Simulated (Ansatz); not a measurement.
`C/C=C\CC` + H₂ → `C/C=C\C` + CH₄ at 400 K and 1 bar (hydrogenolysis of a C–C bond).

Gas-phase electronic energies from Ansatz, PBE0-D4/def2-TZVP geometries. CCSD(T)/CBS adds triple-zeta CCSD(T) − MP2 to the extrapolated MP2 energy (def2 sets, frozen cores). This one scheme is used for every species. Double bonds are as drawn, so ΔE can hold a change between cis and trans. Each species was taken in one conformer, which may not be the lowest.

```csv
species,CCSD(T)/CBS energy (Eh),H − E (kJ/mol),S (J/(mol·K))
`C/C=C\CC`,-196.26940,391.6,368.6
H₂,-1.17544,38.0,139.0
`C/C=C\C`,-157.00876,310.5,324.0
CH₄,-40.46206,131.3,197.2
```

H − E and S are ideal-gas, rigid-rotor, harmonic terms from PBE0-D4/def2-TZVP, for one conformer and one mirror image of each species. The MP2-based limit puts H₂ 0.8 mEh under its directly extrapolated value; such offsets cancel only in part. 1 Eh = 2625.50 kJ/mol, R = 8.31446 J/(mol·K).

Task: By hand: ΔE, ΔH, ΔS and ΔG.

Result: ΔE = (-157.00876) + (-40.46206) − (-196.26940) − (-1.17544) = -0.02598 Eh = -68.2 kJ/mol. Δ(H − E) = 310.5 + 131.3 − 391.6 − 38.0 = 12.2, so ΔH = -56.0 kJ/mol. ΔS = 324.0 + 197.2 − 368.6 − 139.0 = 13.6 J/(mol·K). ΔG = -56.0 − 400 × (13.6)/1000 = -61.4 kJ/mol.

Task: By hand: the equilibrium constant, and the temperature at which ΔG would vanish if ΔH and ΔS stayed fixed.

Result: log₁₀ K = −ΔG/(RT ln 10) = 8.0. ΔH and −TΔS have one sign here, so there is no such temperature.

The number of gas molecules stays the same, so ΔS is small and ΔH decides. A doubt of 5 kJ/mol in ΔE shifts log₁₀ K by 0.7 here. Other conformers and mirror images would add mixing entropy, several J/(mol·K) or more a flexible species. Modes under 60 cm⁻¹, often nearly free rotors, make the harmonic entropy too high. These are equilibria of isolated gas molecules and say nothing of rates. Largest T1 diagnostic: 0.010 (customary marks: 0.02 for closed shells, 0.045 for open ones).
